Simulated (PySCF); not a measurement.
CO.
SMILES with atom numbers: `[C-:1]#[O+:2]`

Cartesian coordinates in Å at the PBE0/6-31+G* level; atoms count from 1:
```xyz
2
CO angstrom
C      0.5669   -0.0038   -0.0090
O     -0.5677    0.0036   -0.0179
```

The calculation used PySCF, PBE0/6-31+G* geometry optimisation, gas phase.

Masses are those of the commonest isotopes; rigid-rotor values at the optimised geometry. 

Question: What are the moment of inertia and the rotational constant?

Answer: I = 8.826 u·Å², B = 505379 MHz·u·Å²/I = 57258 MHz (1.9099 cm⁻¹, or 2.748 K as hB/k). For two atoms I = μr² with μ = 6.8562 u and r = 1.1346 Å.

Question: List the first levels of a rigid rotor in a Σ state.

Answer: E(J) = BJ(J+1): J = 1: 3.820, J = 2: 11.459, J = 3: 22.919, J = 4: 38.198, J = 5: 57.297, J = 6: 80.216 cm⁻¹.

Question: Estimate the classical rotational partition function at 50 K and 500 K.

Answer: Point group C∞v, symmetry number σ = 1; q = kT/(σhB), k/h = 20836.6 MHz/K: 18.2 at 50 K, 182 at 500 K.

No frequency check. Constants of a rigid frame at the computed geometry: no zero-point averaging, no centrifugal distortion.
